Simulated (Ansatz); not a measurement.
C6H6 can be A, `c1ccccc1`, or B, `C#CC1C=C1C`.

Gas-phase electronic energies from Ansatz, PBE0-D4/def2-TZVP geometries. CCSD(T)/CBS is the MP2 limit (def2-TZVPP, def2-QZVPP) plus CCSD(T) − MP2 in def2-TZVPP, frozen cores. Functionals use def2-TZVPP. B3LYP here is the variant with VWN-RPA as its local correlation; programs differ in this.

Problem. Which isomer does CCSD(T)/CBS put lower? Give the gap. (An estimate is asked.)

Solution. Computed: A, by 97.2 kcal/mol.

Problem. Give E(B) − E(A) in kcal/mol with B2PLYP, r2SCAN-D4, PBE-D4, B3LYP-D4, B3LYP, CCSD(T)/def2-TZVPP, ωB97M-V. (Best estimate.)

Solution. Computed: B2PLYP 98.6, r2SCAN-D4 101.7, PBE-D4 98.8, B3LYP-D4 100.6, B3LYP 98.5, CCSD(T)/def2-TZVPP 97.1, ωB97M-V 97.5. None reverses the order clearly.

Largest T1 diagnostic: 0.011.

From PBE to PBE0 (25 % exact exchange), in def2-TZVPP and without D4, E(B) − E(A) moves by +2.8 kcal/mol. The D4 term adds +2.2 kcal/mol with B3LYP and +1.0 kcal/mol with PBE0; it sums over pairs of atoms, weighted by their polarisabilities, and B3LYP, whose exchange is more repulsive, gets the larger term.
